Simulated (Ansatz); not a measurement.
Problem. Predict a relaxed structure of P5⁺, charge 1, singlet, at B3LYP-D4/def2-SVP (Ansatz).

Solution. 
```xyz
5

P     0.0859    1.3941   -0.1541
P     1.2281   -0.5280   -0.8904
P     0.9195   -0.2686    1.2889
P    -0.9625   -0.4288   -1.2118
P    -1.2710   -0.1688    0.9674
```
Point group C4v (tolerance 0.1 Å). This is one stationary point.

The structure comes from a short search, and lower isomers may exist.
